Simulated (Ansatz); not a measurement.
## What a trial cell of ZnGe2 relaxes into

These are results of DFT PBE, scalar-relativistic, plane waves, PAW in Ansatz, not measurements.

The start puts ZnGe2 on the rutile structure type (P4_2/mnm, No. 136), with Zn in place of Ti, Ge in place of O, at a guessed volume.

The final relaxation ran on this input, with the default PAW datasets:

```yaml
crystal:
  lattice:
    - [5.7378990229, 0.0, 0.0]
    - [0.0, 5.7378990229, 0.0]
    - [0.0, 0.0, 4.0182670916]
  atoms:
    - { symbol: Zn, position: [0.0, 0.0, 0.0] }
    - { symbol: Zn, position: [0.5, 0.5, 0.5] }
    - { symbol: Ge, position: [0.3047125199, 0.3047125199, 0.0] }
    - { symbol: Ge, position: [0.1952874801, 0.8047125199, 0.5] }
    - { symbol: Ge, position: [0.6952874801, 0.6952874801, 0.0] }
    - { symbol: Ge, position: [0.8047125199, 0.1952874801, 0.5] }
basis:
  ecutwfc: 420
kpoints:
  mp_grid: { grid: [8, 8, 10] }
hamiltonian:
  xc: pbe
scf:
  occupations: { method: gaussian, width: 0.1 }
output:
  forces: true
  stress: true
  eigenvalues: true
relax:
  adjacent_minimum: "off"
  f_tol: 0.01
  max_steps: 80
  cell: { stress_tol: 0.05 }
```

Launched as:

```bash
ansatz run input.yaml --threads 1 --pin off --max-ram 2560MiB --backend cpu --events-out ev --progress --plain --runs-dir out
```

Time: 3.2 min on 1 thread of Arm Neoverse V1, with other jobs on the host, peak memory 0.66 GiB.

End of the output:

```
SCF converged after 7 iterations
Free energy (F): -23815.144444 eV
Harris-Foulkes:  -23815.144444 eV  (|F-HF|=2.91e-11)
Internal energy: -23815.126978 eV  (E = F + TS)
E sigma→0 (E₀):  -23815.135711 eV
Entropy (-TS):   -0.017466 eV (-2.911 meV/atom)
Fermi energy:    7.931768 eV
--- Per-component energies (eV) ---
  E_band       = -602.780849
  E_kinetic    = 698.552643
  E_local      = -13352.643661  (includes V_loc(G=0)·N_el)
  E_nonlocal   = 2876.312556
  E_hartree    = 5767.138971
  E_xc         = -575.499367
  E_vxc        = -359.997935  (∫ρ·V_xc dr)
  E_paw        = -11709.200477  (= ΣΔE_a)
  E_vpaw       = -1999.283012  (= ΣTr[D̂ρ^β])
  E_aug_tail   = 0.000530  (compensation charges beyond the density's cutoff)
  E_ewald      = -7519.788174
  E_smearing   = -0.017466  (= −TS)
  E_closure    = 0.000000  (closes the sum)
  Σ components = -23815.144444   (vs F -23815.144444, Δ=0.00e0)
--- Forces (eV/Å), atoms counted from 1 ---
  atom   1  Zn     0.00000000     0.00000000     0.00000000
  atom   2  Zn     0.00000000     0.00000000     0.00000000
  atom   3  Ge    -0.00015003    -0.00015003     0.00000000
  atom   4  Ge     0.00015003    -0.00015003     0.00000000
  atom   5  Ge     0.00015003     0.00015003     0.00000000
  atom   6  Ge    -0.00015003     0.00015003     0.00000000
  max |Σ_I F_I| component: 3.47e-18 eV/Å
--- Stress (GPa, compression-positive) ---
        0.004275       0.000000       0.000000
        0.000000       0.004275       0.000000
        0.000000       0.000000       0.005553
  P = ⅓ Tr σ = 0.0047 GPa (0.047 kbar)
--- Relaxed structure (4 steps of the walk, 4 accepted, 1 SCFs on fresh bases) ---
  F+E_penalty+E_count = -23815.14444399 eV   max|allowed force component| = 1.500e-4 eV/Å   (the final SCF, on the basis selected at the relaxed cell)
  cell:  # Å, volume = 132.3247 Å³
    - [5.670380, 0.0, 0.0]
    - [0.0, 5.670380, 0.0]
    - [0.0, 0.0, 4.115442]
  atoms:
    - { symbol: Zn, position: [0.000000, 0.000000, 0.0] }
    - { symbol: Zn, position: [0.500000, 0.500000, 0.5] }
    - { symbol: Ge, position: [0.309876, 0.309876, 0.0] }
    - { symbol: Ge, position: [0.190124, 0.809876, 0.5] }
    - { symbol: Ge, position: [0.690124, 0.690124, 0.0] }
    - { symbol: Ge, position: [0.809876, 0.190124, 0.5] }
```

Total energies depend on the potentials used, so only differences within one code and one set of settings carry meaning.

The result has space group P4_2/mnm (No. 136). Around Zn lie 6 Ge at 2.48–2.56 Å; Ge is coordinated by 3 Zn at 2.48–2.56 Å.

Against the elements it lies at 0.47 eV/atom. Energies over the elements count from the elements' standard structures at the same level, with no empirical corrections.

For metals, differences of a few meV/atom aren't resolved.

Symmetry constrained the relaxation, so the result can be a saddle point.